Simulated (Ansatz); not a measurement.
# How methods differ on SiH2Cl− (SMILES [SiH2-]Cl)

SiH2Cl− has 4 atoms, charge -1, and is taken as a singlet. As SMILES, `[SiH2-]Cl`. Geometry: relaxed at GFN2-xTB.

```
atom    x (Å)    y (Å)    z (Å)
  Si  -0.4879   0.4312   0.2539
  Cl   1.6721  -0.1225   0.7745
   H  -0.9711  -0.9776   0.1654
   H  -0.2132   0.6688  -1.1938
```

Each level gives the energy change with the Si1–H4 bond stretched from 1.493 to 1.866 Å (eV). The values are calculated.

| level | kind | program | value (eV) | less FCI/STO-3G | CPU time (all runs) |
| --- | --- | --- | --- | --- | --- |
| PBE/STO-3G (restricted) | GGA | Ansatz | 0.72 | -0.16 | 1.9 s |
| revPBE/STO-3G (restricted) | GGA | Ansatz | 0.69 | -0.19 | 1.9 s |
| r2SCAN/STO-3G (restricted) | meta-GGA | Ansatz | 0.81 | -0.07 | 5.1 s |
| BHLYP/STO-3G (restricted) | global hybrid | Ansatz | 1.03 | +0.15 | 1.8 s |
| PBE0/STO-3G (restricted) | global hybrid | Ansatz | 0.89 | +0.01 | 1.9 s |
| r2SCAN0/STO-3G (restricted) | hybrid meta-GGA | Ansatz | 0.95 | +0.07 | 5 s |
| HSE06/STO-3G (restricted) | range-separated hybrid | Ansatz | 0.89 | +0.01 | 2.4 s |
| CCSDTQ/STO-3G (restricted) | coupled cluster or CI | Ansatz | 0.88 | 0.00 | 4.5 s |
| FCI/STO-3G | exact in the basis | Ansatz | 0.88 | 0.00 | 0.6 s |

FCI/STO-3G is exact within its basis and frozen core, so for wave-function methods in that basis the difference is their error; functionals converge differently with the basis, so for them it is only a difference. Sets without diffuse functions describe the anion poorly. The first shape isn't each level's own minimum. The values span 0.69 to 1.03 eV. All rows use very small basis sets, so even the best lies far from the true value. CPU times are rough (shared hosts, several kinds of processor): they show what a rung costs within a factor of a few.
